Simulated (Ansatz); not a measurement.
The same path of CH5AlO (8 atoms, charge 0, multiplicity 1) was run twice with different band settings. Lost on the way: Al1–H2, O3–H4. Made: H2–H4.

All numbers below come from RKS r2SCANh-D4/def2-SVP in Ansatz.

Relaxed end points:

```xyz
8
Properties=species:S:1:pos:R:3
Al -0.052 -0.055 -0.729
H 0.119 0.789 -2.065
O -0.505 -1.695 -0.850
H -0.673 -2.176 -1.662
C 0.230 0.664 1.050
H 1.271 1.000 1.187
H 0.011 -0.076 1.834
H -0.401 1.549 1.235
```

```xyz
8
Properties=species:S:1:pos:R:3
Al -0.277 -1.003 0.055
H 0.014 0.397 -2.027
O -0.686 -2.388 -0.646
H -0.189 -0.333 -2.137
C 0.210 0.589 1.040
H 1.236 0.900 0.794
H 0.158 0.414 2.125
H -0.466 1.423 0.797
```

Common settings: spring 5.0 eV/Å²; optimiser quadratic models (default); start path through a guess of the saddle point; force threshold 0.05 eV/Å; iteration limit 60; end points relaxed.

| run | movable images | climbing image |
| --- | --- | --- |
| 1 | 7 | yes |
| 2 | 8 | no |

(1) What does each run give, and how far can it be trusted?

Answers

(1) Run 1: converged after 21 iterations, highest image 2.768 eV above the first end. A vibrational analysis at the climbing image gives one clearly imaginary mode, 773i cm⁻¹: a first-order saddle point.
Run 2: converged after 9 iterations, highest image 2.737 eV above the first end. Neighbouring images differ by up to 1.5 eV, so the band resolves the path poorly. No image climbed, so the highest image needn't sit at the top of the path.
The orbitals stay closed-shell, which can raise the energy where a bond breaks towards radicals; this wasn't checked here.
